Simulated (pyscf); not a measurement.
Cl–Cu + SiH₄ → CuH + H₃Si–Cl (four-centre exchange; singlet surface; Cl–Cu, H–Si broken, Cu–H, Cl–Si formed). PySCF, gas phase, ωB97X-D3(BJ)/def2-SVP geometries. Energies in eV from the separated reactants.

```
level                   barrier  reaction energy
----------------------  -------  ---------------
ωB97X-D3(BJ)/def2-TZVP     0.10            +0.43
PBE/def2-TZVP             -0.26            +0.17
r²SCAN/def2-TZVP          -0.31            +0.26
B3LYP-D3(BJ)/def2-TZVP     0.17            +0.28
PBE0-D3(BJ)/def2-TZVP      0.10            +0.33
M06-2X/def2-TZVP           0.80            +0.54
```

On the reactant side the descent ends in an adduct with a Cu–Si, Cu–H contact, 1.11 eV under the separated species and 1.22 eV under the saddle at ωB97X-D3(BJ)/def2-TZVP. On the product side the descent ends in an adduct with a Cl–Cu contact, 0.84 eV under the separated species and 0.51 eV under the saddle at ωB97X-D3(BJ)/def2-TZVP. At PBE, r²SCAN the saddle lies under the separated reactants, which points to a path from their complex (located at ωB97X-D3(BJ) alone). At ωB97X-D3(BJ)/def2-TZVP, PBE, r²SCAN, B3LYP-D3(BJ), PBE0-D3(BJ) the saddle lies under the separated products, which points to a path from their complex (located at ωB97X-D3(BJ) alone), and parting the products costs more than the saddle. What is counted as formed (Cu–H) is already present as a longer contact in the reactant adduct; forming that adduct is a step of its own. What is counted as broken (Cl–Cu) persists as a longer contact in the product adduct; parting that adduct is a step of its own. One saddle was located; it need not be the lowest between these sides.
